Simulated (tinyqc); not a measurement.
Inside a calculation. Method: MP2 on RHF in the sto-3g basis, for H2F+, spin multiplicity 1. One step of it, computed by the program tinyqc.

Problem. Second-order Moller-Plesset energy. E2 = sum_ijab (ia|jb) [2 (ia|jb) - (ib|ja)] / (e_i + e_j - e_a - e_b) over occupied i, j and virtual a, b; the opposite-spin part is (ia|jb)^2 / denominator, the rest is same-spin, and SCS-MP2 scales them by 6/5 and 1/3.

orbital energies (hartree): MO1 -26.644199, MO2 -2.098493, MO3 -1.251510, MO4 -1.099686, MO5 -1.065006, MO6 0.023422, MO7 0.217382

Two-electron integrals over orbitals (pq|rs), unique and non-zero (hartree):
```
(11|11) 5.361242    (21|11) -0.499531   (21|21) 0.074093    (22|11) 1.198430
(22|21) -0.018476   (22|22) 0.859930    (31|11) -0.013769   (31|21) 0.001648
(31|22) -0.001721   (31|31) 0.017250    (32|11) 0.006288    (32|21) -0.000932
(32|22) -0.004882   (32|31) 0.025822    (32|32) 0.162176    (33|11) 0.995920
(33|21) -0.007955   (33|22) 0.766081    (33|31) 0.000766    (33|32) 0.004418
(33|33) 0.751111    (41|11) 0.137480    (41|21) -0.016907   (41|22) 0.015474
(41|31) -0.000715   (41|32) -3.49e-06   (41|33) 0.005173    (41|41) 0.029520
(42|11) -0.084676   (42|21) 0.008566    (42|22) 0.013921    (42|31) 0.000035
(42|32) -0.000247   (42|33) -0.003532   (42|41) 0.030403    (42|42) 0.158562
(43|11) -0.009731   (43|21) 0.000470    (43|22) -0.003380   (43|31) -0.004030
(43|32) 0.003889    (43|33) -0.003696   (43|41) 0.000950    (43|42) 0.004971
(43|43) 0.047477    (44|11) 1.183633    (44|21) -0.015226   (44|22) 0.822106
(44|31) -0.000166   (44|32) 0.004611    (44|33) 0.727746    (44|41) -0.011999
(44|42) -0.092145   (44|43) -0.006566   (44|44) 0.925435    (51|51) 0.029642
(52|51) 0.038900    (52|52) 0.179688    (53|51) 0.001025    (53|52) 0.003571
(53|53) 0.038977    (54|51) -0.010078   (54|52) -0.035676   (54|53) -0.001341
(54|54) 0.056826    (55|11) 1.264000    (55|21) -0.013964   (55|22) 0.877933
(55|31) -0.000393   (55|32) 0.003265    (55|33) 0.754663    (55|41) 0.003898
(55|42) -0.046474   (55|43) -0.005501   (55|44) 0.849633    (55|55) 0.997514
(61|11) 0.234624    (61|21) -0.036644   (61|22) 0.004529    (61|31) -0.002761
(61|32) -0.002489   (61|33) 0.002643    (61|41) -0.003360   (61|42) -0.018374
(61|43) -0.000181   (61|44) 0.014327    (61|55) 0.006365    (61|61) 0.023751
(62|11) -0.308425   (62|21) 0.008035    (62|22) -0.150342   (62|31) -0.001528
(62|32) -0.009036   (62|33) -0.094105   (62|41) -0.017162   (62|42) -0.036285
(62|43) 0.003174    (62|44) -0.114301   (62|55) -0.158340   (62|61) 0.003143
(62|62) 0.080530    (63|11) -0.055584   (63|21) 0.001230    (63|22) -0.028130
(63|31) -0.004261   (63|32) 0.027251    (63|33) -0.022777   (63|41) -0.000108
(63|42) 0.007210    (63|43) 0.016036    (63|44) -0.025530   (63|55) -0.030663
(63|61) -0.000201   (63|62) 0.012585    (63|63) 0.068410    (64|11) -0.233027
(64|21) 0.002433    (64|22) -0.121740   (64|31) 0.001139    (64|32) 0.007405
(64|33) -0.072874   (64|41) -0.007219   (64|42) 0.000201    (64|43) 0.001134
(64|44) -0.131326   (64|55) -0.124806   (64|61) 0.001688    (64|62) 0.058783
(64|63) 0.016572    (64|64) 0.060859    (65|51) -0.015144   (65|52) -0.056875
(65|53) -0.004327   (65|54) -0.004097   (65|65) 0.028538    (66|11) 0.713501
(66|21) -0.005674   (66|22) 0.586319    (66|31) 0.002133    (66|32) 0.024291
(66|33) 0.567931    (66|41) 0.016989    (66|42) 0.068947    (66|43) 0.012283
(66|44) 0.544219    (66|55) 0.559502    (66|61) -0.004576   (66|62) -0.055441
(66|63) 0.017988    (66|64) -0.026006   (66|66) 0.561439    (71|11) 0.038512
(71|21) -0.006279   (71|22) -0.000025   (71|31) 0.017573    (71|32) 0.025281
(71|33) 0.001565    (71|41) 0.000307    (71|42) -0.001774   (71|43) -0.004353
(71|44) 0.001853    (71|55) 0.001009    (71|61) 0.001460    (71|62) -0.001885
(71|63) -0.004179   (71|64) 0.001120    (71|66) 0.002281    (71|71) 0.018811
(72|11) -0.054088   (72|21) 0.001216    (72|22) -0.026655   (72|31) 0.017106
(72|32) 0.058389    (72|33) -0.012376   (72|41) -0.001798   (72|42) -0.000981
(72|43) -0.024541   (72|44) -0.022149   (72|55) -0.027032   (72|61) -0.001921
(72|62) 0.005893    (72|63) -0.027809   (72|64) 0.010039    (72|66) -0.010785
(72|71) 0.016748    (72|72) 0.056243    (73|11) 0.420628    (73|21) -0.008723
(73|22) 0.193567    (73|31) -0.000186   (73|32) 0.009763    (73|33) 0.158065
(73|41) -0.001404   (73|42) -0.057133   (73|43) -0.001751   (73|44) 0.203623
(73|55) 0.222401    (73|61) 0.005795    (73|62) -0.074423   (73|63) -0.010951
(73|64) -0.070445   (73|66) 0.025029    (73|71) 0.000851    (73|72) -0.016313
(73|73) 0.156263    (74|11) -0.014882   (74|21) 0.000105    (74|22) -0.006135
(74|31) -0.008102   (74|32) -0.057713   (74|33) -0.005916   (74|41) -0.001548
(74|42) -0.004735   (74|43) 0.013559    (74|44) -0.007748   (74|55) -0.007327
(74|61) 0.001627    (74|62) 0.007670    (74|63) -0.035423   (74|64) -0.002137
(74|66) -0.017934   (74|71) -0.008223   (74|72) -0.011062   (74|73) -0.010085
(74|74) 0.046958    (75|51) -0.002448   (75|52) -0.009247   (75|53) 0.025042
(75|54) 0.000660    (75|65) 0.001663    (75|75) 0.020528    (76|11) -0.006052
(76|21) 0.000319    (76|22) 0.002701    (76|31) -0.010655   (76|32) -0.098727
(76|33) -0.005571   (76|41) 0.001702    (76|42) 0.005818    (76|43) -0.038401
(76|44) -0.007116   (76|55) -0.002467   (76|61) 0.000344    (76|62) -0.001540
(76|63) -0.076195   (76|64) -0.011617   (76|66) -0.039478   (76|71) -0.010763
(76|72) 0.007599    (76|73) -0.016301   (76|74) 0.053052    (76|76) 0.146758
(77|11) 0.830588    (77|21) -0.008326   (77|22) 0.632861    (77|31) -0.003591
(77|32) -0.028948   (77|33) 0.633188    (77|41) 0.003624    (77|42) 0.007489
(77|43) -0.009998   (77|44) 0.610200    (77|55) 0.619203    (77|61) 0.003627
(77|62) -0.051193   (77|63) -0.030925   (77|64) -0.033274   (77|66) 0.537264
(77|71) -0.002774   (77|72) -0.007768   (77|73) 0.072048    (77|74) 0.013737
(77|76) 0.034980    (77|77) 0.603656
```

Hartree-Fock energy = -98.85891761 hartree

Give: Terms; Pair energies; MP2 correlation energy; SCS-MP2 correlation energy; MP2 total energy.

Solution.

Terms (the 40 largest of 68):
```
i  j  a  b  (ia|jb)  (ib|ja)  denominator       term
3  3  7  7    0.156    0.156       -2.938     -0.008
4  3  6  7   -0.070   -0.035       -2.592  -2.87e-03
3  4  7  6   -0.070   -0.035       -2.592  -2.87e-03
3  2  7  6   -0.074   -0.028       -3.591  -2.51e-03
2  3  6  7   -0.074   -0.028       -3.591  -2.51e-03
3  3  6  6    0.068    0.068       -2.550  -1.84e-03
4  4  6  6    0.061    0.061       -2.246  -1.65e-03
2  2  6  6    0.081    0.081       -4.244  -1.53e-03
2  4  6  6    0.059    0.059       -3.245  -1.06e-03
4  2  6  6    0.059    0.059       -3.245  -1.06e-03
4  4  7  7    0.047    0.047       -2.634  -8.37e-04
2  2  7  7    0.056    0.056       -4.632  -6.83e-04
5  5  6  6    0.029    0.029       -2.177  -3.74e-04
5  5  7  7    0.021    0.021       -2.565  -1.64e-04
3  2  6  7   -0.028   -0.074       -3.591   1.46e-04
2  3  7  6   -0.028   -0.074       -3.591   1.46e-04
3  4  6  6    0.017    0.017       -2.398  -1.15e-04
4  3  6  6    0.017    0.017       -2.398  -1.15e-04
3  2  7  7   -0.016   -0.016       -3.785  -7.03e-05
2  3  7  7   -0.016   -0.016       -3.785  -7.03e-05
2  3  6  6    0.013    0.013       -3.397  -4.66e-05
3  2  6  6    0.013    0.013       -3.397  -4.66e-05
3  3  7  6   -0.011   -0.011       -2.744  -4.37e-05
3  3  6  7   -0.011   -0.011       -2.744  -4.37e-05
4  3  7  7   -0.010   -0.010       -2.786  -3.65e-05
3  4  7  7   -0.010   -0.010       -2.786  -3.65e-05
4  2  6  7    0.010    0.008       -3.439  -3.62e-05
2  4  7  6    0.010    0.008       -3.439  -3.62e-05
2  4  7  7   -0.011   -0.011       -3.633  -3.37e-05
4  2  7  7   -0.011   -0.011       -3.633  -3.37e-05
4  2  7  6    0.008    0.010       -3.439  -1.18e-05
2  4  6  7    0.008    0.010       -3.439  -1.18e-05
1  1  6  6    0.024    0.024      -53.335  -1.06e-05
2  1  7  7    0.017    0.017      -29.177  -9.61e-06
1  2  7  7    0.017    0.017      -29.177  -9.61e-06
2  2  7  6    0.006    0.006       -4.438  -7.83e-06
2  2  6  7    0.006    0.006       -4.438  -7.83e-06
1  1  7  7    0.019    0.019      -53.723  -6.59e-06
4  3  7  6   -0.035   -0.070       -2.592  -5.48e-06
3  4  6  7   -0.035   -0.070       -2.592  -5.48e-06
```

Pair energies (hartree; pair i-j sums ij and ji):
```
pair  opposite spin  same spin
1-1       -1.72e-05          0
2-1       -2.04e-05  -9.14e-11
2-2       -2.23e-03          0
3-1       -3.68e-06  -7.07e-06
3-2       -3.75e-03  -1.21e-03
3-3          -0.010          0
4-1       -5.28e-06  -1.83e-08
4-2       -2.29e-03  -3.26e-06
4-3          -0.005  -9.46e-04
4-4       -2.49e-03          0
5-5       -5.41e-04          0
```

MP2 correlation energy = -0.02884 hartree

SCS-MP2 correlation energy = -0.03274 hartree

MP2 total energy = -98.88776 hartree
